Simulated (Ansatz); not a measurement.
# P2F (sextet): wave-function methods side by side, def2-TZVPP

One table from this session's results is given with a row withheld; the runs are named, their logs left out.

Program: Ansatz 0.2.0, Gaussian basis. Level of theory: def2-TZVPP, core rule «outside noble gas», up to 11 orbitals frozen. These are calculated values, not measurements.

Plan: UHF; ROHF; CCSD(T) on UHF.

## The system

The geometry is a PBE0/def2-TZVP stationary point (not a proven minimum) of the parent state, kept for this charge and spin.

3 atoms, charge 0, spin multiplicity 6.

Atoms are counted from 1 here; the program's logs count them from 0.

Bond lengths: F1–P2 1.607 Å, P2–P3 2.278 Å. Angles: F1–P2–P3 98.1°.

The first run:

File in.yaml:

```yaml
crystal:
  periodic: [false, false, false]
  atoms:
    - {symbol: F, position_ang: [0.000000, -0.771205, 1.406859]}
    - {symbol: P, position_ang: [0.000000, 0.637627, 0.634340]}
    - {symbol: P, position_ang: [0.000000, -0.164593, -1.497266]}
basis:
  gaussian: {orbitals: def2-TZVPP}
magnetization: {spin_polarized: true, initial_magnetization: 5}
hamiltonian: {xc: hf}
output: {orbitals: {seedname: orbitals}}
```

The run is started by

```bash
$ ansatz run in.yaml --threads 1 --pin off --events-out ev --progress --plain --max-ram 4096MiB --backend cpu
```

Steps of the session up to this table: UHF; ROHF; CCSD(T) on UHF.

One of the session's tables, all rows but one given; the rest of the session is left out.

```
  method  from UCCSD(T) (meV)
    ROHF                    ?
     UHF             +13773.4
    UMP2              +1357.8
   UCCSD               +547.4
UCCSD(T)                    0
```

Estimate the missing values for ROHF.

The run gave: from UCCSD(T) (meV): +13881.1. In the column «from UCCSD(T) (meV)» it is the highest.
